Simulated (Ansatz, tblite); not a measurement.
Cost and result up the ladder for the cluster Li2H4⁻ (6 atoms). Total charge -1; doublet. Geometry: r2SCAN-D4/def2-TZVPD.

```
atom   x (Å)   y (Å)   z (Å)
 Li1   0.358   0.568  -1.657
 Li2  -0.357  -0.539   1.665
  H3  -0.717  -0.978   3.241
  H4   0.637   1.183  -3.189
  H5  -0.397  -0.257  -0.168
  H6   0.476   0.025   0.108
```

Ansatz on 4 threads of Arm Neoverse V2 on a shared host; xTB runs through tblite on one thread. Times are rough, summed over both states, and most runs start from the orbitals of an earlier one. CCSD(T)/def2-TZVPPD serves as the yardstick here, not as an exact answer. The other state is a singlet.

The xTB rows come from tblite. Correlated methods freeze no core orbitals; core or outer-core shells of Li are correlated, in sets that lack core-valence functions. In the doublet, H5 and H6 lie 0.96 Å apart (atoms count from 1), so these atoms are partly bonded to each other. The structure comes from a short search, and lower isomers may exist.

Correlated methods converge slowly with the basis.

Raw xTB energies of ions are shifted by several eV, and xTB has no spin-polarisation term.

| level | functions | wall time | vertical IE (eV) | difference from CCSD(T)/def2-TZVPPD (eV) | remarks |
| --- | --- | --- | --- | --- | --- |
| GFN1-xTB | 16 | 0.002 s | 6.49 | 4.66 | – |
| GFN2-xTB | 12 | 0.002 s | 3.47 | 1.64 | – |
| PBE-D4/def2-TZVPD | 70 | 0.85 s | 2.19 | 0.36 | HOMO above zero (-1 doublet) |
| PBE0-D4/def2-TZVPD | 70 | 1.1 s | 2.15 | 0.32 | – |
| r2SCAN-D4/def2-TZVPD (with forces) | 70 | 1.8 s | 2.21 | 0.38 | HOMO above zero (-1 doublet) |
| CCSD(T)/def2-TZVPPD | 112 | 5 s | 1.83 | 0.00 | – |
